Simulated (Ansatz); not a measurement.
`[MgH][Cl]` + H₂O → `[OH][MgH]` + HCl at 400 K and 1 bar (formal hydrolysis of a Mg–Cl bond).

Program: Ansatz. Geometries: PBE0-D4/def2-TZVP. ΔE: electronic, gas phase. CCSD(T)/CBS is the MP2 limit (def2-TZVPP, def2-QZVPP) plus CCSD(T) − MP2 in def2-TZVPP, frozen cores. This one scheme is used for every species. For Mg outer-core shells are correlated without core-valence functions, which leaves a few kJ/mol of doubt a bond.

```
    species  CCSD(T)/CBS energy (Eh)  H − E (kJ/mol)  S (J/(mol·K))
`[MgH][Cl]`               -660.33122            33.1          254.6
        H₂O                -76.37941            69.8          198.6
`[OH][MgH]`               -276.29839            65.5          270.8
        HCl               -460.38127            29.6          195.4
```

H − E and S are ideal-gas, rigid-rotor, harmonic terms from PBE0-D4/def2-TZVP. 1 Eh = 2625.50 kJ/mol, R = 8.31446 J/(mol·K).

Question: By hand: ΔE, ΔH, ΔS and ΔG.

Answer: ΔE = (-276.29839) + (-460.38127) − (-660.33122) − (-76.37941) = 0.03097 Eh = 81.3 kJ/mol. Δ(H − E) = 65.5 + 29.6 − 33.1 − 69.8 = -7.8, so ΔH = 73.5 kJ/mol. ΔS = 270.8 + 195.4 − 254.6 − 198.6 = 13.0 J/(mol·K). ΔG = 73.5 − 400 × (13.0)/1000 = 68.3 kJ/mol.

Question: By hand: the equilibrium constant, and the temperature at which ΔG would vanish if ΔH and ΔS stayed fixed.

Answer: log₁₀ K = −ΔG/(RT ln 10) = -8.9. ΔG = 0 at ΔH/ΔS = 5654 K, far beyond where these terms or the molecules hold.

The number of gas molecules stays the same, so ΔS is small and ΔH decides. A doubt of 5 kJ/mol in ΔE shifts log₁₀ K by 0.7 here. These are equilibria of isolated gas molecules and say nothing of rates. Largest T1 diagnostic: 0.010 (customary marks: 0.02 for closed shells, 0.045 for open ones).
